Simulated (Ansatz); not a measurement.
We consider α-quartz (SiO2), described by r²SCAN in Ansatz (PAW).

Settings: plane-wave cutoff 560 eV, 12×12×6 k mesh (along the axes of the cell as run), Fermi–Dirac smearing 0.01 eV, scalar-relativistic PAW data made under PBE.

Computed at the level's own relaxed cell.

```yaml
crystal:
  lattice:
    - [2.46033, -4.26142, 0.00000]
    - [2.46033, 4.26142, 0.00000]
    - [0.00000, 0.00000, 5.41636]
  atoms:
    - { symbol: Si, position: [0.00000, 0.46899, 0.33333] }
    - { symbol: Si, position: [0.53101, 0.53101, 0.00000] }
    - { symbol: Si, position: [0.46899, 0.00000, 0.66667] }
    - { symbol: O, position: [0.26901, 0.41319, 0.21541] }
    - { symbol: O, position: [0.58681, 0.85582, 0.88207] }
    - { symbol: O, position: [0.73099, 0.14418, 0.45126] }
    - { symbol: O, position: [0.85582, 0.58681, 0.11793] }
    - { symbol: O, position: [0.41319, 0.26901, 0.78459] }
    - { symbol: O, position: [0.14418, 0.73099, 0.54874] }
```

Q: List the 31 lowest band energies at Γ above −25 eV (eV, relative to the valence band maximum), grouping those that round alike.

A: At Γ: -20.37, -18.86 (×2), -18.24, -18.21 (×2), -8.28 (×2), -5.47, -5.43, -5.26 (×2), -2.97 (×2), -2.73, -2.47, -1.49 (×2), -1.46, -1.02 (×2), -0.71, -0.30 (×2), 6.60, 10.09 (×2), 10.61 (×2), 11.93, 12.58.

Ansatz is a quantum-chemistry and plane-wave program.
